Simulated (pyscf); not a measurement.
Structures and frequencies: ωB97X-D3(BJ)/def2-SVP in PySCF.

PBE/def2-TZVP puts the barrier of [H₂C–Hf(Cl)(Cl)–Cl]• + H₂ → H₃C–Hf(Cl)(Cl)–Cl + H• (hydrogen abstraction; doublet surface; H–H broken, C–H formed) at 7.1 kcal/mol and the reaction energy at +3.1 kcal/mol, from the separated reactants. What do r²SCAN/def2-TZVP, M06-2X/def2-TZVP, ωB97M-D3(BJ)/def2-TZVP give on the same structures?

r²SCAN: ΔE‡ = 9.8 kcal/mol, ΔE = +6.9 kcal/mol; M06-2X: ΔE‡ = 14.8 kcal/mol, ΔE = +4.1 kcal/mol; ωB97M-D3(BJ): ΔE‡ = 13.2 kcal/mol, ΔE = +3.9 kcal/mol. PBE's barrier lies under all of them, by 2.7 to 7.7 kcal/mol. Its reaction energy lies under all of them, by 0.7 to 3.7 kcal/mol. This is the saddle that the search found; another between the same sides may lie lower. The angle at the transferred H is 170°. Open-shell species with a d-block atom are single-reference here; other states, and whether the spin sits on metal or ligand, were not checked. Elements past Kr carry the def2 core potentials, without spin-orbit coupling.
